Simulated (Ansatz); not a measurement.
Ansatz (a program for electronic structure) input (B3LYP-D3(BJ)/def2-TZVP):

Ansatz 0.2 input:
```yaml
crystal:
  periodic: [false, false, false]
  atoms:
    - {symbol: O, position_ang: [0.05005323, -0.00850020, -0.47849049]}
    - {symbol: H, position_ang: [-0.07817326, 0.02076969, 0.49142389]}
basis:
  gaussian:
    orbitals: def2-TZVP
hamiltonian:
  xc: b3lyp
  dispersion: d3bj
total_charge: -1
relax: {f_tol: 0.002, max_steps: 150}
```

Output:

```
Functional definition: B3LYP
integrals: 0.00 GiB planned
195 factors; their error is unknown
mean field: 0.06 GiB planned
mean field evaluation 1: about -2061.3142 eV, gradient 3.2e1 eV
mean field evaluation 2: about -2058.1788 eV, gradient 5.6e1 eV
mean field evaluation 4: about -2062.9178 eV, gradient 3.2e-1 eV
mean field evaluation 8: about -2062.9214 eV, gradient 1.8e-3 eV
mean field -2062.92141357 eV, -75.8109636503 hartree, gradient 8.7e-6 eV, S^2 0.000000; 0 other end points of the search recorded, 0 dependent functions left out
the calculation of the forces begins
reference -2062.92154689 eV, -75.8109685498 hartree; 5, 5 occupied and 32, 32 virtual orbitals, 195 factors
relax step   1: F+E_penalty+E_count = -2062.92810204 eV  Δ(F+E_penalty+E_count) = +0.000e0 eV  max|allowed force component| = 3.800e-1 eV/Å  Δτ_max = 0.0000 Å  (22 SCF iters, accepted)
these checks for a lower state are left out or cut short: starts, cluster_reference, orbital_swaps, neighbouring_geometries, increment
integrals: 0.00 GiB planned
195 factors; their error is unknown
mean field: 0.06 GiB planned
mean field evaluation 16: about -2062.9229 eV, gradient 1.5e-1 eV
mean field -2062.92291500 eV, -75.8110188268 hartree, gradient 6.4e-6 eV, S^2 0.000000; 0 other end points of the search recorded, 0 dependent functions left out
the calculation of the forces begins
reference -2062.92304787 eV, -75.8110237097 hartree; 5, 5 occupied and 32, 32 virtual orbitals, 195 factors
relax step   2: F+E_penalty+E_count = -2062.92960285 eV  Δ(F+E_penalty+E_count) = -1.501e-3 eV  max|allowed force component| = 1.196e-1 eV/Å  Δτ_max = 0.0030 Å  (28 SCF iters, accepted)
these checks for a lower state are left out or cut short: starts, cluster_reference, orbital_swaps, neighbouring_geometries, increment
integrals: 0.00 GiB planned
195 factors; their error is unknown
mean field: 0.06 GiB planned
mean field -2062.92307515 eV, -75.8110247124 hartree, gradient 6.4e-6 eV, S^2 0.000000; 0 other end points of the search recorded, 0 dependent functions left out
the calculation of the forces begins
reference -2062.92320779 eV, -75.8110295867 hartree; 5, 5 occupied and 32, 32 virtual orbitals, 195 factors
relax step   3: F+E_penalty+E_count = -2062.92976275 eV  Δ(F+E_penalty+E_count) = -1.599e-4 eV  max|allowed force component| = 2.757e-3 eV/Å  Δτ_max = 0.0014 Å  (28 SCF iters, accepted)
these checks for a lower state are left out or cut short: starts, cluster_reference, orbital_swaps, neighbouring_geometries, increment
integrals: 0.00 GiB planned
195 factors; their error is unknown
mean field: 0.06 GiB planned
mean field evaluation 32: about -2062.9231 eV, gradient 1.5e-1 eV
mean field -2062.92307523 eV, -75.8110247152 hartree, gradient 6.4e-6 eV, S^2 0.000000; 0 other end points of the search recorded, 0 dependent functions left out
the calculation of the forces begins
reference -2062.92320787 eV, -75.8110295898 hartree; 5, 5 occupied and 32, 32 virtual orbitals, 195 factors
relax step   4: F+E_penalty+E_count = -2062.92976284 eV  Δ(F+E_penalty+E_count) = -8.392e-8 eV  max|allowed force component| = 1.601e-5 eV/Å  Δτ_max = 0.0000 Å  (28 SCF iters, accepted)
integrals: 0.00 GiB planned
195 factors; their error is unknown
mean field: 0.06 GiB planned
mean field -2062.92307523 eV, -75.8110247152 hartree, gradient 6.4e-6 eV, S^2 0.000000; 1 other end points of the search recorded, 0 dependent functions left out
the calculation of the forces begins
reference -2062.92320787 eV, -75.8110295898 hartree; 5, 5 occupied and 32, 32 virtual orbitals, 195 factors
Total energy: -2062.92989548 eV, -75.8112753547 hartree
Atom 0 at     0.049492    -0.008372    -0.474243 Å, force    -0.000002     0.000000     0.000016 eV/Å
Atom 1 at    -0.077612     0.020642     0.487176 Å, force     0.000002    -0.000000    -0.000016 eV/Å
Dipole moment:    -0.040930     0.009343     0.309594 e Å
```
